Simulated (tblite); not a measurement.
Compound: C4H5OP.
SMILES: `O=[PH]1C=CC=C1`

Computed geometry: GFN2-xTB, gas phase.

Masses are those of the commonest isotopes; rigid-rotor values at the optimised geometry. 

Question: Give the principal moments of inertia and the rotational constants in cm⁻¹.

Answer: Ia = 78.04, Ib = 178.51, Ic = 235.93 u·Å²; 505379 MHz·u·Å²/I gives 6476, 2831 and 2142 MHz, that is A = 0.21600, B = 0.09444, C = 0.07145 cm⁻¹.

Question: Classify the top.

Answer: An asymmetric top: κ = (2 × 2831 − 6476 − 2142)/(6476 − 2142) = -0.68.

Question: Is it planar, by Δ = Ic − Ia − Ib?

Answer: Not planar: Δ = Ic − Ia − Ib = -20.62 u·Å². For a rigid frame Δ = −2 Σ m c², so Σ m c² = 10.31 u·Å² lies off the ab plane: 3.05 from hydrogen and 7.26 from heavier atoms. The atom farthest from that plane is 1.68 Å away.

Question: Give the coordinates in the principal-axis frame, origin at the centre of mass.

Answer: The sense of each axis is arbitrary; atoms in the order of the calculation.
```csv
atom,mass (u),a (Å),b (Å),c (Å)
O1,15.995,2.000,0.000,-0.495
P2,30.974,0.770,0.000,0.295
C3,12.000,-0.468,1.300,0.051
C4,12.000,-1.660,0.728,-0.153
C5,12.000,-1.660,-0.728,-0.153
C6,12.000,-0.468,-1.300,0.051
H7,1.008,0.978,0.001,1.676
H8,1.008,-0.272,2.357,0.089
H9,1.008,-2.577,1.271,-0.322
H10,1.008,-2.577,-1.272,-0.323
H11,1.008,-0.272,-2.357,0.089
```

Its GFN2-xTB frequencies are all real (lowest 138 cm⁻¹). No vibrational averaging or centrifugal distortion is included, and the geometry carries the error of its method.
